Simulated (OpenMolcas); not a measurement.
# CClF2 (chlorodifluoromethyl radical) at UPW91/aug-pcseg-1

What is the vertical electron affinity of CClF2 (chlorodifluoromethyl radical) at UPW91/aug-pcseg-1? 

The results are computed with OpenMolcas 26.06.

3 further runs of the same task are left out: 1 that didn't finish, 2 set aside as unsound or not needed.

## (1) The system as given

CClF2 has 4 atoms, charge 0, and is taken as a doublet. SMILES: `F[C](F)Cl`. Geometry: relaxed at PBE0-D4/def2-TZVP.

Bond lengths: F1–C2 1.315 Å, C2–F3 1.315 Å, C2–Cl4 1.719 Å. Angles: F1–C2–F3 110.6°, F1–C2–Cl4 114.1°, F3–C2–Cl4 114.1°.

## (2) Energy and one-electron properties at UPW91/aug-pcseg-1

Input file run.inp:

```
* CClF2 Kohn-Sham DFT
&gateway
baslib = $CurrDir
coord
4
angstrom
F        0.026200       0.169300       1.294600
C       -0.230600      -0.190200       0.056400
F        0.573000      -1.160700      -0.318600
Cl      -0.313000       1.121200      -1.052700
basis = aug-pcseg-1
group = NoSym
&seward
&scf
uhf
spin = 2
ksdft = 2
1.0 GGA_X_PW91
1.0 GGA_C_PW91
prorbitals = 1
```

The basis set aug-pcseg-1 is read from a file made from the Basis Set Exchange's data (not shown).

Launch:

```console
$ export MOLCAS_MEM=1860
$ pymolcas run.inp > run.log
```

What it wrote:

```text
--- Start Module: gateway ---
[...]
--- Stop Module: gateway /rc=_RC_ALL_IS_WELL_ ---
--- Start Module: seward ---
[...]
      Basis functions           96
--- Stop Module: seward /rc=_RC_ALL_IS_WELL_ ---
[...]
--- Start Module: scf ---
[...]
       Convergence after  13 Iterations
[...]
::    Total KS-DFT energy                            -697.8020622117
[...]
      Total spin, S                                     0.5008211552
[...]
      Total electronic charge=   41.000000
      Total            charge=   -0.000000
[...]
      Dipole Moment (debye):
      Origin of the operator (angstrom)=   -0.0274    0.2129   -0.2071
                   X= -1.1223E-01               Y=  1.8780E-01               Z= -1.9299E-01           Total=  2.9174E-01
      Quadrupole Moment (debye*angstrom):
[...]
--- Stop Module: scf /rc=_RC_ALL_IS_WELL_ ---
[...]
```

It took 13 s on 1 thread of Arm Neoverse V2, shared host; peak memory 0.53 GiB.

Atomic charges (e):

| atom | Mulliken |
| --- | --- |
| F1 | -0.416 |
| C2 | +0.896 |
| F3 | -0.416 |
| Cl4 | -0.064 |

## (3) The singlet anion

Input file run.inp:

```
* CClF2 Kohn-Sham DFT
&GATEWAY
BasLib=$CurrDir
Coord
4
angstrom
F        0.026200       0.169300       1.294600
C       -0.230600      -0.190200       0.056400
F        0.573000      -1.160700      -0.318600
Cl      -0.313000       1.121200      -1.052700
Basis=aug-pcseg-1
Group=NoSym
&SEWARD
&SCF
Charge=-1
KSDFT=2
1.0 GGA_X_PW91
1.0 GGA_C_PW91
PrOrbitals=1
&LOCALISATION
Cholesky
```

The basis set aug-pcseg-1 is read from a file made from the Basis Set Exchange's data (not shown).

Launch:

```console
$ export MOLCAS_MEM=1860
$ pymolcas run.inp > run.log
```

What it wrote:

```text
--- Start Module: gateway ---
[...]
--- Stop Module: gateway /rc=_RC_ALL_IS_WELL_ ---
[...]
      Basis functions           96
[...]
--- Start Module: scf ---
[...]
       Convergence after  22 Iterations
[...]
::    Total KS-DFT energy                            -697.8240824550
[...]
      Total spin, S                                     0.0000000000
[...]
      Total electronic charge=   42.000000
      Total            charge=   -1.000000
[...]
      Dipole Moment (debye):
      Origin of the operator (angstrom)=   -0.0274    0.2129   -0.2071
                   X=  1.0281E+00               Y=  2.8588E-02               Z=  3.2481E-01           Total=  1.0786E+00
      Center of Charge (angstrom)
[...]
--- Stop Module: scf /rc=_RC_ALL_IS_WELL_ ---
[...]
--- Start Module: localisation ---
[...]
--- Stop Module: localisation /rc=_RC_ALL_IS_WELL_ ---
[...]
```

Run time: 15 s. Hardware: 1 thread of Arm Neoverse V2, shared host; peak memory 0.53 GiB.

Atomic charges (e):

| atom | Mulliken |
| --- | --- |
| F1 | -0.322 |
| C2 | -0.528 |
| F3 | -0.322 |
| Cl4 | +0.172 |

## (4) What came out

At UPW91/aug-pcseg-1:

| quantity | value |
| --- | --- |
| doublet CClF2: total energy | -697.80206 Eh |
| doublet CClF2: dipole moment | 0.29 D |
| doublet CClF2: HOMO energy (highest over α and β) | -5.85 eV |
| doublet CClF2: LUMO energy (lowest over α and β) | -3.78 eV |
| doublet CClF2: ⟨S²⟩ | 0.752 |
| singlet anion: total energy | -697.82408 Eh |
| singlet anion: HOMO energy | 2.18 eV |
| singlet anion: LUMO energy | 3.36 eV |
| singlet anion: HOMO–LUMO gap (to an unbound level, set by the basis) | 1.18 eV |
| vertical electron affinity (to the singlet anion) | 0.599 eV |

**Reading.** At fixed nuclei the extra electron is bound by 0.60 eV (57.8 kJ/mol). The HOMO (singlet anion) lies at positive energy, 2.18 eV, as semi-local functionals often give for anions; only total energies tell whether the electron is bound.
